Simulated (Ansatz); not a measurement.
System: rock-salt RbBr. Method: G0W0@HSE06 (Ansatz, a program for electronic structure, plane waves, hard PAW, contour deformation).

The same calculation (at the measured cell, 40.900 Å³/atom) with different numerical settings; throughout: k mesh 2×2×2:

```tsv
run	response cutoff (eV)	empty bands	quasiparticle gap on the mesh (eV)	quasiparticle gap at Γ (eV)	rough time
1	100	341	7.236	7.236	100 core-s
2	150	627	7.367	7.367	5 core-min
3	200	965	7.423	7.423	10 core-min
4	250	1349	7.453	7.453	30 core-min
5	300	1773	?	?	50 core-min
```

Fill in the missing entries.


- 5, quasiparticle gap on the mesh (eV): 7.469
- 5, quasiparticle gap at Γ (eV): 7.469

In the column quasiparticle gap on the mesh (eV) the first row differs from the last by -0.233 and the next to last by -0.016.

The last row is no converged limit: other settings stay fixed.

Spin–orbit coupling is not included.

Note: GW on a hybrid start was not checked against another program.
